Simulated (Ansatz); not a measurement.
## Magnesium, hcp: convergence with cold smearing

Computed with Ansatz, LDA, scalar-relativistic PAW, on the relaxed cell (a = 3.133 Å, c = 5.085 Å (c/a = 1.623); spin not included). Errors count from a run at 420 eV on a Γ-centred 19×19×10 mesh with Fermi-Dirac smearing of 0.1 eV, extrapolated to zero width. Fixed here: cutoff 420 eV, mesh 12×12×6. The SCF starts from atomic densities corrected by a trained network.

| width (eV) | E(σ→0) error (meV/atom) | F error (meV/atom) | P (GPa) | SCF iterations |
| --- | --- | --- | --- | --- |
| 0.01 | -1.6 | -1.6 | 0.00 | 5 |
| 0.03 | -1.6 | -1.6 | 0.01 | 5 |
| 0.2 | -2.3 | -2.7 | 0.03 | 5 |
| 0.3 | -2.9 | -2.9 | 0.02 | 5 |
| 0.6 | -2.7 | -2.4 | 0.02 | 5 |
| 1.0 | -1.4 | -2.8 | 0.08 | 5 |

**Question.** What does the run at 0.1 give (width)?

**Answer.** E(σ→0) error (meV/atom): -1.5; F error (meV/atom): -1.8; P (GPa): 0.03; SCF iterations: 5.
